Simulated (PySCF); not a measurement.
```yaml
atoms:
  - { symbol: N, position_ang: [-0.0026, -0.0072, 0.3387] }
  - { symbol: O, position_ang: [-0.0072, 1.1115, -0.1472] }
  - { symbol: O, position_ang: [-0.0084, -1.1221, -0.1418] }
```

Basis set: cc-pVTZ (spherical functions). Correlated methods keep 3 orbitals frozen. Charge 1, multiplicity 1.

Starred EOM-CCSD(T)(a) on the restricted Hartree–Fock determinant with PySCF 2.14.0; the energies are vertical.

Q: The solver was asked for the few lowest roots only. Give the electron affinities of singlet NO₂(+) among them whose weight of singles is over 0.7 (positive where the electron binds).

A:

```tsv
root	energy (eV)	weight of singles
1	11.17	0.97
2	8.31	0.96
```

Higher main lines weren't sought. Caution: large amplitudes, a single reference is doubtful.
